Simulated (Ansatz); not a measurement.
Barrier height from H + CH3F (SMILES CF) to the transition structure CH4F, without zero-point energy, on the benchmark's geometries as Psi4's copy of the set gives them.
Transition structure (charge 0, multiplicity 2, Z-matrix in Å and degrees):
```
C
H 1 1.0797
H 1 1.0797 2 115.35
H 1 1.0798 2 115.37 3 -138.54
F 1 1.6686 2 102.64 3 110.75
H 5 1.2385 4 151.02 1 180.00
```
Reactant (charge 0, multiplicity 1):
```tsv
atom	x (Å)	y (Å)	z (Å)
C	-0.6321	0.0000	0.0000
F	0.7491	0.0000	0.0000
H	-0.9832	-0.3385	0.9726
H	-0.9832	1.0116	-0.1932
H	-0.9832	-0.6731	-0.7794
```

Open shells are unrestricted; no spin–orbit coupling.

Frozen-core correlation.

The values were computed with Ansatz (Gaussian orbitals). Values without a source in brackets are computed.

One of these levels gives 110.1 kJ/mol for the barrier height. Which?
(A) SVWN5/def2-TZVPPD
(B) wB97X-V/def2-TZVPPD
(C) B2PLYP/def2-TZVPPD
(D) r2SCAN/def2-TZVPPD

C, B2PLYP/def2-TZVPPD. The others give 54.8 (SVWN5/def2-TZVPPD), 80.2 (r2SCAN/def2-TZVPPD), 129.5 (wB97X-V/def2-TZVPPD)

Ansatz is a quantum-chemistry and plane-wave program.
